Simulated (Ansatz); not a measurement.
NH₃⁺, doublet in 6-31G: errors against full CI

Geometry: a point of a breathe scan, not a stationary point.

```xyz
4

N     0.0000    0.0000    0.0000
H     0.9052    0.0122   -0.0001
H    -0.4631    0.7779   -0.0024
H    -0.4421   -0.7900    0.0025
```

Basis 6-31G; Ansatz 0.2.0. Correlated methods freeze the noble-gas cores, which leaves 7 electrons in 14 orbitals. Prefix R: restricted or restricted open-shell reference; prefix U: unrestricted. Active spaces: valence = (7e, 7o) chosen from the atoms' valence shells; pair = (3e, 3o) about the gap.

Full CI is exact within this basis and frozen core; it isn't the basis-set limit. The frozen core follows each run's orbitals, which can shift R against U totals by a few meV.

For open shells CISD and CISDTQ are restricted-active-space CI with the open shells as a complete middle space.

- UHF ⟨S²⟩: 0.756
- T1 diagnostic (RCCSD): 0.0121
- largest doubles amplitude (RCCSD): 0.034
- T1 diagnostic (UCCSD): 0.0048

```csv
level,E − E(RHF) (eV)
UHF,-0.0749
RMP2,-2.1588
UMP2,-2.1781
RCCSD,-2.5722
UCCSD,-2.5724
RCCSD(T),-2.5888
UCCSD(T),-2.5891
```

Estimate how far full CI in 6-31G lies from RCCSD(T). The table doesn't fix it; the size of (T) and the diagnostics are the guide.

Full CI in 6-31G lies 5 meV below RCCSD(T), which is 32 % of the (T) step (-17 meV). The diagnostics give no warning, yet the rest is a sizeable part of (T).

The other levels:

```csv
level,E − E(full CI) (meV),share of correlation (%),wall time
CISD,81,96.87,0.21 s
BCCD(T),5,99.79,0.3 s
RCCSDT,2,99.91,–
UCCSDT,2,99.92,–
CISDTQ,1,99.97,0.72 s
RCCSDT(Q),0,99.99,1.8 s
UCCSDT(Q),0,100.01,1.6 s
RCCSDTQ,0,100.00,8.5 s
UCCSDTQ,0,100.02,8.5 s
CASSCF (pair space),2160,16.74,–
NEVPT2 (pair space),350,86.50,0.15 s
MRCISD (pair space),60,97.70,–
MRCISD+Q (pair space),2,99.92,0.3 s
CASSCF (valence space),904,65.15,–
NEVPT2 (valence space),174,93.30,0.54 s
MRCISD (valence space),13,99.49,–
MRCISD+Q (valence space),2,99.91,0.9 s
```

The correlation energy at full CI, counted from RHF, is -2.594 eV. That run took 0.69 s on 1 thread of Intel Xeon Platinum 8488C, shared host over 88,132 determinants.

Times hold each run's SCF and search for its determinant on a shared host, so for small cases they say little of a method's own cost; they ran on 1 thread of Intel Xeon Platinum 8488C.

The full-CI state has the irrep B1 of C2v, in the program's axes (one component, if the state is degenerate).

Natural occupations of full CI about the gap: 1.984 1.978 1.978 0.995 0.017 0.017 0.016 0.006 0.003 0.003; effectively unpaired electrons, Σ n²(2−n)², 1.01.
